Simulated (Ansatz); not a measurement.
Worked example: building the atomization energy of C$_{3}$H$_{4}$, singlet

Measured: the G2/97 heats of formation, with zero-point and thermal terms from B3LYP taken off, give an electronic atomization energy of 682.9 kcal/mol (Curtiss et al., J. Chem. Phys. 106, 1063 (1997); Staroverov et al., J. Chem. Phys. 119, 12129 (2003)). The calculation below tries to reproduce it.

Geometry (MP2(full)/6-31G*, from the G2/97 set):

| atom | x (Å) | y (Å) | z (Å) |
| --- | --- | --- | --- |
| C | 0.0000 | 0.0000 | 0.8790 |
| C | 0.0000 | -0.6505 | -0.4781 |
| C | 0.0000 | 0.6505 | -0.4781 |
| H | 0.9124 | 0.0000 | 1.4771 |
| H | -0.9124 | 0.0000 | 1.4771 |
| H | 0.0000 | -1.5841 | -1.0177 |
| H | 0.0000 | 1.5841 | -1.0177 |

Atomization energies (atoms less molecule, kcal/mol) from Ansatz 0.2.0, frozen cores, restricted molecule, unrestricted atoms, sets cc-pVDZ, cc-pVTZ, cc-pVQZ:

```csv
level,DZ,TZ,QZ
HF,486.80,496.09,497.15
CCSD(T),628.42,662.90,672.66
CCSDT,628.13,662.04,–
CCSDT(Q),628.89,662.91,–
```

**Question.** Extrapolate Hartree–Fock with exp(−5.46 √X) and the CCSD(T) correlation part with X⁻³ (X = 3, 4), add each higher step from the largest set that has it, and compare with the measured value.

**Answer.** Hartree–Fock: 497.15 + (497.15 − 496.09) × 0.301 = 497.47.
Correlation: TZ 166.81, QZ 175.51; (64 × 175.51 − 27 × 166.81) / 37 = 181.86.
Full triples (TZ): 662.04 − 662.90 = -0.86.
(Q) (TZ): 662.91 − 662.04 = 0.87.
Sum: 679.3 kcal/mol, 3.6 below the measured 682.9.

The steps beyond CCSD(T) add 0.01 kcal/mol, while going from QZ to the limit adds 6.67. Core correlation, scalar relativity, spin–orbit terms and the relaxation from this MP2 geometry are missing from the sum, and the measured value has its own uncertainty. A sum this far under the measured value points to those terms.
